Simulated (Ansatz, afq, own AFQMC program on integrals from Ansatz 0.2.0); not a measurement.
Integrals from Ansatz 0.2.0, then the random walk in our own AFQMC program (afq).

```yaml
crystal:
  periodic: [false, false, false]
  atoms:
    - {symbol: Al, position_ang: [0.000000, 0.000000, 0.000000]}
    - {symbol: H, position_ang: [0.000000, 0.000000, 1.604550]}
basis:
  gaussian: {orbitals: cc-pVTZ}
total_charge: 1
magnetization: {spin_polarized: false, initial_magnetization: 3}
correlation: {method: ccsd_t, electrons: outside_noble_gas, hamiltonian_folder: ham}
```

```sh
$ ansatz run in.yaml --threads 1 --pin off --events-out ev --progress --plain --max-ram 15360MiB --backend cuda --devices 0, --max-vram 18GiB
```

afq runs on the folder ham with

```
--method phaseless --trial cisd --walkers 4000 --populations 20 --least-time 60 --time-step 0.005 --steps-per-block 50 --equilibration-blocks 28 --max-blocks 4000 --target-error 0.00011 --factor-cut 1e-05 --start spin_pure --seed 8836 --release-times 0.24,0.51,0.99,1.62,2.4 --release-step 0.03 --release-every 3 --taylor-order 6
```

Times are imaginary, in 1/Eh. The walk had a cap of 128 s. With eight or more populations the least sampling time is a fifth of least-time, and the error comes from their spread.

Log:

```
orbitals 43  electrons 3 0  factors 275 of 292
reference energy -242.00937116 Eh
CCSD correlation -0.00984121 Eh in 8 cycles, weight of the determinant in the CISD state 0.9882
energy of the start -242.019212 Eh
 block  time / (1/Eh)  mean weight  energy / Eh
     1     0.250  1.0000  -242.019216
     2     0.500  0.9999  -242.019223
     3     0.750  1.0000  -242.019231
     4     1.000  1.0000  -242.019241
     5     1.250  1.0000  -242.019244
     8     2.000  0.9999  -242.019265
    11     2.750  1.0000  -242.019270
    14     3.500  1.0000  -242.019271
    17     4.250  0.9996  -242.019270
    20     5.000  1.0000  -242.019284
    23     5.750  1.0001  -242.019267
    26     6.500  1.0000  -242.019262
    29     7.250  1.0000  -242.019262
    32     8.000  1.0001  -242.019266
    35     8.750  1.0002  -242.019274
    38     9.500  0.9998  -242.019283
    41    10.250  0.9999  -242.019273
    44    11.000  0.9997  -242.019273
    47    11.750  0.9999  -242.019263
    50    12.500  0.9998  -242.019249
    53    13.250  0.9997  -242.019329
    56    14.000  1.0002  -242.019283
    59    14.750  0.9999  -242.019275
    62    15.500  0.9997  -242.019284
    65    16.250  1.0002  -242.019269
    68    17.000  1.0001  -242.019284
    71    17.750  1.0000  -242.019489
    74    18.500  0.9996  -242.019288
    77    19.250  1.0000  -242.018587
    78    19.500  1.0001  -242.019283
error from the spread of 20 populations
released: time / (1/Eh)  energy / Eh  error  mean overlap
  0.24  -242.019271  0.000006  1.0001
  0.51  -242.019280  0.000005  1.0012
  0.99  -242.019217  0.000085  1.0008
  1.62  -242.019287  0.000018  0.9996
  2.40  -242.019279  0.000008  0.9979
energy -242.019266 +/- 0.000015 Eh
(rows thinned)
```

The run passed its tests (sampling time, drift between the halves within three errors, error under three times the target), which doesn't prove that it has relaxed.

Against this walk (error 0.4 meV) on the same determinant: CCSD(T) 0.1 meV higher (within the noise), full CI 0.5 meV lower (within the noise). The error is statistical and leaves out the bias of the constraint. Released to 2.40 1/Eh the energy moves by -0.3 ± 0.5 meV (both errors), within twice the noise.

Cautions: constraint bias not in the error; lower spins were not checked.

The walk took 49 s on 1 × NVIDIA H100 80GB HBM3 with 2 threads of AMD EPYC 7R13 Processor (Zen 3), on a shared host (the card was shared). The log's last line is the phaseless energy.

A walk keeps the symmetry of its determinant, which the program's search chose and which needn't be the lowest solution, so a lower state of the same spin and another symmetry isn't excluded.
